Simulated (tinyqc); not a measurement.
UHF in the sto-6g basis, for NH, spin multiplicity 3, step by step (part 2 of 3). This run ends on a higher stationary point, not on the lowest solution. Computed by tinyqc, a small Python program that keeps every step (integrals from PySCF). Command: `OMP_NUM_THREADS=1 python tinyqc.py 20416 20417 out.jsonl` (the two numbers bound the seeds that draw the settings). One thread of a shared host (Intel(R) Xeon(R) Processor @ 2.60GHz), about 0.2 s of CPU time with the checks.

Geometry (angstrom):

| atom | x | y | z |
|---|---|---|---|
| N | 0.000000 | 0.000000 | 0.000000 |
| H | 0.000000 | 0.000000 | 1.635000 |

## Iteration 2: diagonalisation and new density

F(alpha) (hartree):
```
             1N 1s      1N 2s     1N 2px     1N 2py     1N 2pz      2H 1s
1N 1s   -15.569069  -3.773265   0.000000   0.000000  -0.009050  -0.240704
1N 2s    -3.773265  -1.904641   0.000000   0.000000  -0.007652  -0.327827
1N 2px    0.000000   0.000000  -0.475004   0.000000   0.000000   0.000000
1N 2py    0.000000   0.000000   0.000000  -0.475004   0.000000   0.000000
1N 2pz   -0.009050  -0.007652   0.000000   0.000000  -0.210344  -0.312214
2H 1s    -0.240704  -0.327827   0.000000   0.000000  -0.312214  -0.141895
```

F(beta) (hartree):
```
             1N 1s      1N 2s    1N 2px    1N 2py     1N 2pz      2H 1s
1N 1s   -15.521743  -3.701966  0.000000  0.000000  -0.010543  -0.234688
1N 2s    -3.701966  -1.571641  0.000000  0.000000   0.002447  -0.296980
1N 2px    0.000000   0.000000  0.334614  0.000000   0.000000   0.000000
1N 2py    0.000000   0.000000  0.000000  0.334614   0.000000   0.000000
1N 2pz   -0.010543   0.002447  0.000000  0.000000  -0.034146  -0.304733
2H 1s    -0.234688  -0.296980  0.000000  0.000000  -0.304733  -0.231877
```

X:
```
                1          2          3         4          5         6
1N 1s   -0.485878   0.642012   0.000000  0.000000  -0.524600  0.365053
1N 2s    0.751909  -0.389548   0.000000  0.000000  -0.334055  0.522350
1N 2px   0.000000   0.000000  -0.681673  0.731657   0.000000  0.000000
1N 2py   0.000000   0.000000   0.731657  0.681673   0.000000  0.000000
1N 2pz   0.447556   0.638888   0.000000  0.000000   0.591344  0.301159
2H 1s   -0.707186  -0.450951   0.000000  0.000000   0.379494  0.495164
```

Diagonalise F' = X^T F X, C = X C', fill 5 alpha and 3 beta electrons from the bottom; D(s) = C_occ C_occ^T. Each column has its largest component positive (the first on a tie).

F' = X^T F X (alpha) (hartree):
```
           1          2          3          4          5          6
1  -1.728764   3.052766   0.000000   0.000000  -2.767581   2.069435
2   3.052766  -4.733164   0.000000   0.000000   4.872814  -3.957259
3   0.000000   0.000000  -0.475004   0.000000   0.000000   0.000000
4   0.000000   0.000000   0.000000  -0.475004   0.000000   0.000000
5  -2.767581   4.872814   0.000000   0.000000  -5.866248   4.633117
6   2.069435  -3.957259   0.000000   0.000000   4.633117  -4.441469
```

orbital energies (alpha) (hartree): MO1 -15.572067, MO2 -1.050101, MO3 -0.475004, MO4 -0.475004, MO5 -0.382775, MO6 0.235297

coefficients C (alpha):
```
              MO1        MO2        MO3       MO4        MO5        MO6
1N 1s    0.996484  -0.246671   0.000000  0.000000   0.034091   0.041690
1N 2s    0.014987   1.009138   0.000000  0.000000  -0.177382  -0.226953
1N 2px   0.000000   0.000000   0.809160  0.587588   0.000000   0.000000
1N 2py   0.000000   0.000000  -0.587588  0.809160   0.000000   0.000000
1N 2pz   0.000929   0.014455   0.000000  0.000000   0.731686  -0.716446
2H 1s   -0.001723   0.073765   0.000000  0.000000   0.550079   0.885800
```

F' = X^T F X (beta) (hartree):
```
           1          2         3         4          5          6
1  -1.617087   3.004926  0.000000  0.000000  -2.765817   2.250340
2   3.004926  -4.648375  0.000000  0.000000   4.979701  -3.955556
3   0.000000   0.000000  0.334614  0.000000   0.000000   0.000000
4   0.000000   0.000000  0.000000  0.334614   0.000000   0.000000
5  -2.765817   4.979701  0.000000  0.000000  -5.752341   4.557531
6   2.250340  -3.955556  0.000000  0.000000   4.557531  -4.299982
```

orbital energies (beta) (hartree): MO1 -15.523192, MO2 -0.746431, MO3 -0.332618, MO4 0.284454, MO5 0.334614, MO6 0.334614

coefficients C (beta):
```
              MO1        MO2        MO3        MO4        MO5       MO6
1N 1s    0.997604  -0.234462   0.067055  -0.045214   0.000000  0.000000
1N 2s    0.010310   0.969114  -0.327558   0.234463   0.000000  0.000000
1N 2px   0.000000   0.000000   0.000000   0.000000   0.775155  0.631771
1N 2py   0.000000   0.000000   0.000000   0.000000  -0.631771  0.775155
1N 2pz   0.000919   0.032078   0.562404   0.855301   0.000000  0.000000
2H 1s   -0.001256   0.188538   0.709723  -0.743920   0.000000  0.000000
```

D(alpha) after iteration 2:
```
            1N 1s      1N 2s    1N 2px    1N 2py     1N 2pz      2H 1s
1N 1s    1.054988  -0.240039  0.000000  0.000000   0.022304  -0.001160
1N 2s   -0.240039   1.050049  0.000000  0.000000  -0.115186  -0.023161
1N 2px   0.000000   0.000000  1.000000  0.000000   0.000000   0.000000
1N 2py   0.000000   0.000000  0.000000  1.000000   0.000000   0.000000
1N 2pz   0.022304  -0.115186  0.000000  0.000000   0.535574   0.403550
2H 1s   -0.001160  -0.023161  0.000000  0.000000   0.403550   0.308031
```

D(beta) after iteration 2:
```
            1N 1s      1N 2s    1N 2px    1N 2py     1N 2pz      2H 1s
1N 1s    1.054682  -0.238899  0.000000  0.000000   0.031108   0.002133
1N 2s   -0.238899   1.046583  0.000000  0.000000  -0.153124  -0.049774
1N 2px   0.000000   0.000000  0.000000  0.000000   0.000000   0.000000
1N 2py   0.000000   0.000000  0.000000  0.000000   0.000000   0.000000
1N 2pz   0.031108  -0.153124  0.000000  0.000000   0.317328   0.405198
2H 1s    0.002133  -0.049774  0.000000  0.000000   0.405198   0.539255
```

Within a degenerate level the vectors are fixed only up to a rotation; this is one choice.

## Iteration 3: building the Fock matrix

core Hamiltonian H = T + V (hartree):
```
             1N 1s      1N 2s     1N 2px     1N 2py     1N 2pz      2H 1s
1N 1s   -24.760723  -5.400053   0.000000   0.000000  -0.006423  -0.339973
1N 2s    -5.400053  -6.515788   0.000000   0.000000  -0.077141  -0.985906
1N 2px    0.000000   0.000000  -5.233954   0.000000   0.000000   0.000000
1N 2py    0.000000   0.000000   0.000000  -5.233954   0.000000   0.000000
1N 2pz   -0.006423  -0.077141   0.000000   0.000000  -5.273371  -0.905168
2H 1s    -0.339973  -0.985906   0.000000   0.000000  -0.905168  -2.731488
```

Two-electron integrals (ij|kl) in chemists' order, unique and non-zero (hartree):
```
(11|11) 4.168742   (21|11) 0.583648   (21|21) 0.104114   (22|11) 0.968487
(22|21) 0.214450   (22|22) 0.708398   (31|31) 0.022075   (32|31) 0.033611
(32|32) 0.156576   (33|11) 0.968488   (33|21) 0.214450   (33|22) 0.708398
(33|33) 0.763241   (41|41) 0.022075   (42|41) 0.033611   (42|42) 0.156576
(43|43) 0.041133   (44|11) 0.968488   (44|21) 0.214450   (44|22) 0.708398
(44|33) 0.680975   (44|44) 0.763241   (51|51) 0.022075   (52|51) 0.033611
(52|52) 0.156576   (53|53) 0.041133   (54|54) 0.041133   (55|11) 0.968488
(55|21) 0.214450   (55|22) 0.708398   (55|33) 0.680975   (55|44) 0.680975
(55|55) 0.763241   (61|11) 0.038551   (61|21) 0.006609   (61|22) 0.013375
(61|33) 0.013340   (61|44) 0.013340   (61|51) 0.000371   (61|52) 0.000738
(61|55) 0.013444   (61|61) 0.000429   (62|11) 0.122664   (62|21) 0.027677
(62|22) 0.104914   (62|33) 0.102663   (62|44) 0.102663   (62|51) 0.002461
(62|52) 0.020034   (62|55) 0.109415   (62|61) 0.001791   (62|62) 0.022782
(63|31) 0.002583   (63|32) 0.015634   (63|53) 0.003764   (63|63) 0.002517
(64|41) 0.002583   (64|42) 0.015634   (64|54) 0.003764   (64|64) 0.002517
(65|11) 0.111403   (65|21) 0.025420   (65|22) 0.102005   (65|33) 0.097613
(65|44) 0.097613   (65|51) 0.004419   (65|52) 0.032798   (65|55) 0.110789
(65|61) 0.001699   (65|62) 0.026451   (65|65) 0.032674   (66|11) 0.322879
(66|21) 0.074042   (66|22) 0.320184   (66|33) 0.309042   (66|44) 0.309042
(66|51) 0.006284   (66|52) 0.072537   (66|55) 0.342467   (66|61) 0.004797
(66|62) 0.099750   (66|65) 0.128214   (66|66) 0.774999
```

nuclear repulsion = 2.26559051 hartree

J_ij = sum D_kl (ij|kl) with D = D(alpha) + D(beta), K_ij = sum D_kl (ik|jl) for each spin; F = H + J - K(s); E = tr D H + tr D J / 2 - 0.5 sum_s tr D(s) K(s) + E_nn.

Coulomb J (hartree):
```
            1N 1s     1N 2s    1N 2px    1N 2py     1N 2pz     2H 1s
1N 1s   13.465119  2.292833  0.000000  0.000000  -0.003564  0.147384
1N 2s    2.292833  5.765014  0.000000  0.000000   0.031158  0.864375
1N 2px   0.000000  0.000000  5.752832  0.000000   0.000000  0.000000
1N 2py   0.000000  0.000000  0.000000  5.752832   0.000000  0.000000
1N 2pz  -0.003564  0.031158  0.000000  0.000000   5.789379  0.854761
2H 1s    0.147384  0.864375  0.000000  0.000000   0.854761  3.002965
```

exchange K(alpha) (hartree):
```
           1N 1s      1N 2s    1N 2px    1N 2py     1N 2pz     2H 1s
1N 1s   4.283113   0.669425  0.000000  0.000000   0.000517  0.048085
1N 2s   0.669425   1.166012  0.000000  0.000000  -0.031422  0.205283
1N 2px  0.000000   0.000000  1.001051  0.000000   0.000000  0.000000
1N 2py  0.000000   0.000000  0.000000  1.001051   0.000000  0.000000
1N 2pz  0.000517  -0.031422  0.000000  0.000000   0.760556  0.260121
2H 1s   0.048085   0.205283  0.000000  0.000000   0.260121  0.377603
```

exchange K(beta) (hartree):
```
            1N 1s      1N 2s    1N 2px    1N 2py     1N 2pz     2H 1s
1N 1s    4.233840   0.594920  0.000000  0.000000  -0.000079  0.042089
1N 2s    0.594920   0.816623  0.000000  0.000000  -0.058858  0.176489
1N 2px   0.000000   0.000000  0.187007  0.000000   0.000000  0.000000
1N 2py   0.000000   0.000000  0.000000  0.187007   0.000000  0.000000
1N 2pz  -0.000079  -0.058858  0.000000  0.000000   0.517446  0.250767
2H 1s    0.042089   0.176489  0.000000  0.000000   0.250767  0.537730
```

F(alpha) (hartree):
```
             1N 1s      1N 2s     1N 2px     1N 2py     1N 2pz      2H 1s
1N 1s   -15.578716  -3.776645   0.000000   0.000000  -0.010504  -0.240674
1N 2s    -3.776645  -1.916786   0.000000   0.000000  -0.014562  -0.326814
1N 2px    0.000000   0.000000  -0.482174   0.000000   0.000000   0.000000
1N 2py    0.000000   0.000000   0.000000  -0.482174   0.000000   0.000000
1N 2pz   -0.010504  -0.014562   0.000000   0.000000  -0.244548  -0.310528
2H 1s    -0.240674  -0.326814   0.000000   0.000000  -0.310528  -0.106126
```

F(beta) (hartree):
```
             1N 1s      1N 2s    1N 2px    1N 2py     1N 2pz      2H 1s
1N 1s   -15.529444  -3.702140  0.000000  0.000000  -0.009908  -0.234677
1N 2s    -3.702140  -1.567397  0.000000  0.000000   0.012874  -0.298020
1N 2px    0.000000   0.000000  0.331871  0.000000   0.000000   0.000000
1N 2py    0.000000   0.000000  0.000000  0.331871   0.000000   0.000000
1N 2pz   -0.009908   0.012874  0.000000  0.000000  -0.001439  -0.301174
2H 1s    -0.234677  -0.298020  0.000000  0.000000  -0.301174  -0.266253
```

total energy of this density = -54.68190689 hartree

## Iteration 3: DIIS over 2 matrices

error matrix X^T (FDS - SDF) X (alpha):
```
          1          2         3         4          5          6
1  0.000000  -0.003334  0.000000  0.000000  -0.018440  -0.020822
2  0.003334   0.000000  0.000000  0.000000  -0.015195  -0.018055
3  0.000000   0.000000  0.000000  0.000000   0.000000   0.000000
4  0.000000   0.000000  0.000000  0.000000   0.000000   0.000000
5  0.018440   0.015195  0.000000  0.000000   0.000000  -0.004968
6  0.020822   0.018055  0.000000  0.000000   0.004968   0.000000
```

B (overlaps of the stored error matrices):
```
               1              2
1  6.7206712e-03  4.8662222e-03
2  4.8662222e-03  5.3582988e-03
```

Minimise |sum c_i e_i|^2 with sum c_i = 1: solve [B -1; -1 0][c; lambda] = [0; -1] with B_ij = tr e_i^T e_j summed over both spins, and take F = sum c_i F_i.

DIIS coefficients: 0.209704  0.790296

extrapolated F(alpha) (hartree):
```
             1N 1s      1N 2s     1N 2px     1N 2py     1N 2pz      2H 1s
1N 1s   -15.576693  -3.775936   0.000000   0.000000  -0.010199  -0.240680
1N 2s    -3.775936  -1.914240   0.000000   0.000000  -0.013113  -0.327026
1N 2px    0.000000   0.000000  -0.480670   0.000000   0.000000   0.000000
1N 2py    0.000000   0.000000   0.000000  -0.480670   0.000000   0.000000
1N 2pz   -0.010199  -0.013113   0.000000   0.000000  -0.237375  -0.310882
2H 1s    -0.240680  -0.327026   0.000000   0.000000  -0.310882  -0.113627
```

extrapolated F(beta) (hartree):
```
             1N 1s      1N 2s    1N 2px    1N 2py     1N 2pz      2H 1s
1N 1s   -15.527829  -3.702103  0.000000  0.000000  -0.010041  -0.234680
1N 2s    -3.702103  -1.568287  0.000000  0.000000   0.010688  -0.297802
1N 2px    0.000000   0.000000  0.332446  0.000000   0.000000   0.000000
1N 2py    0.000000   0.000000  0.000000  0.332446   0.000000   0.000000
1N 2pz   -0.010041   0.010688  0.000000  0.000000  -0.008298  -0.301920
2H 1s    -0.234680  -0.297802  0.000000  0.000000  -0.301920  -0.259044
```

## Iteration 3: diagonalisation and new density

As before.

F' = X^T F X (alpha) (hartree):
```
           1          2          3          4          5          6
1  -1.730170   3.054874   0.000000   0.000000  -2.782154   2.050889
2   3.054874  -4.740437   0.000000   0.000000   4.861464  -3.970893
3   0.000000   0.000000  -0.480670   0.000000   0.000000   0.000000
4   0.000000   0.000000   0.000000  -0.480670   0.000000   0.000000
5  -2.782154   4.861464   0.000000   0.000000  -5.872479   4.637169
6   2.050889  -3.970893   0.000000   0.000000   4.637169  -4.442794
```

orbital energies (alpha) (hartree): MO1 -15.579722, MO2 -1.058949, MO3 -0.480670, MO4 -0.480670, MO5 -0.387933, MO6 0.240724

coefficients C (alpha):
```
              MO1        MO2        MO3       MO4        MO5        MO6
1N 1s    0.996465  -0.246956   0.000000  0.000000   0.032614   0.041623
1N 2s    0.015064   1.010339   0.000000  0.000000  -0.168995  -0.228002
1N 2px   0.000000   0.000000  -0.627126  0.778918   0.000000   0.000000
1N 2py   0.000000   0.000000   0.778918  0.627126   0.000000   0.000000
1N 2pz   0.001018   0.020336   0.000000  0.000000   0.762756  -0.683123
2H 1s   -0.001761   0.068759   0.000000  0.000000   0.510057   0.909826
```

F' = X^T F X (beta) (hartree):
```
           1          2         3         4          5          6
1  -1.620510   3.005199  0.000000  0.000000  -2.753002   2.269550
2   3.005199  -4.650884  0.000000  0.000000   4.992902  -3.943793
3   0.000000   0.000000  0.332446  0.000000   0.000000   0.000000
4   0.000000   0.000000  0.000000  0.332446   0.000000   0.000000
5  -2.753002   4.992902  0.000000  0.000000  -5.750663   4.560526
6   2.269550  -3.943793  0.000000  0.000000   4.560526  -4.301127
```

orbital energies (beta) (hartree): MO1 -15.529250, MO2 -0.744417, MO3 -0.339195, MO4 0.289677, MO5 0.332446, MO6 0.332446

coefficients C (beta):
```
              MO1        MO2        MO3        MO4       MO5        MO6
1N 1s    0.997628  -0.233735   0.069121  -0.045340  0.000000   0.000000
1N 2s    0.010210   0.965856  -0.337998   0.233091  0.000000   0.000000
1N 2px   0.000000   0.000000   0.000000   0.000000  0.757929  -0.652336
1N 2py   0.000000   0.000000   0.000000   0.000000  0.652336   0.757929
1N 2pz   0.000876   0.021729   0.527174   0.877771  0.000000   0.000000
2H 1s   -0.001237   0.198383   0.739110  -0.712062  0.000000   0.000000
```

D(alpha) after iteration 3:
```
            1N 1s      1N 2s    1N 2px    1N 2py     1N 2pz      2H 1s
1N 1s    1.054994  -0.240010  0.000000  0.000000   0.020869  -0.002100
1N 2s   -0.240010   1.049571  0.000000  0.000000  -0.108341  -0.016753
1N 2px   0.000000   0.000000  1.000000  0.000000   0.000000   0.000000
1N 2py   0.000000   0.000000  0.000000  1.000000   0.000000   0.000000
1N 2pz   0.020869  -0.108341  0.000000  0.000000   0.582211   0.390445
2H 1s   -0.002100  -0.016753  0.000000  0.000000   0.390445   0.264889
```

D(beta) after iteration 3:
```
            1N 1s      1N 2s    1N 2px    1N 2py     1N 2pz      2H 1s
1N 1s    1.054671  -0.238932  0.000000  0.000000   0.032234   0.003484
1N 2s   -0.238932   1.047225  0.000000  0.000000  -0.157188  -0.058220
1N 2px   0.000000   0.000000  0.000000  0.000000   0.000000   0.000000
1N 2py   0.000000   0.000000  0.000000  0.000000   0.000000   0.000000
1N 2pz   0.032234  -0.157188  0.000000  0.000000   0.278386   0.393949
2H 1s    0.003484  -0.058220  0.000000  0.000000   0.393949   0.585641
```

Within a degenerate level the vectors are fixed only up to a rotation; this is one choice.
